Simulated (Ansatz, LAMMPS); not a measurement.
Zinc-blende ZnS, LO(Γ) frequency

Reference value: 348 ± 5 cm⁻¹ (measured, room temperature, no zero-point or thermal correction, neutron, our sources range from 344 to 348; as tabulated in Vagelatos et al., J. Chem. Phys. (1974)).

Question: What do ionic model grunwald2012, ionic model hamad2002, LDA, PBE, r²SCAN give, and how far is each from the reference?

Answer: 
```json
[
 {"level (code)": "ionic model grunwald2012 (rigid ions, LAMMPS)", "value (cm⁻¹)": "381", "cell (Å³/atom)": "20.54", "difference (%)": "+9.5"},
 {"level (code)": "ionic model hamad2002 (shell model, LAMMPS)", "value (cm⁻¹)": "351", "cell (Å³/atom)": "19.84", "difference (%)": "+0.9"},
 {"level (code)": "LDA (Ansatz)", "value (cm⁻¹)": "348", "cell (Å³/atom)": "18.57", "difference (%)": "0.0"},
 {"level (code)": "PBE (Ansatz)", "value (cm⁻¹)": "327", "cell (Å³/atom)": "20.16", "difference (%)": "-6.0"},
 {"level (code)": "r²SCAN (Ansatz)", "value (cm⁻¹)": "342", "cell (Å³/atom)": "19.56", "difference (%)": "-1.7"}
]
```

Once the reference is moved by up to 3.0 % (a margin picked here for doubts on the reference and the settings, and for temperature and zero-point motion) and values within 0.7 % count as equal, the nearest can be LDA (0.0 %), ionic model hamad2002 (+0.9 %) or r²SCAN (-1.7 %). By the same margin the farthest can be ionic model grunwald2012 (+9.5 %) or PBE (-6.0 %).

The measured value isn't corrected to a static lattice, so vibrations enter the comparison.  Rigid ions have no electronic screening (ε∞ = 1). Each level is taken at its own relaxed cell. Cutoffs differ between the levels. Ansatz's density-functional and Hartree–Fock values are scalar-relativistic unless marked +SOC, with PAW data made under PBE.

Empirical potentials (ionic model grunwald2012, ionic model hamad2002) are fitted to chosen data: where that held the value shown, agreement is built in, and what lay outside the fit can be far off.

Differences are worked out from the printed values.

Ansatz is a quantum-chemistry and plane-wave program.
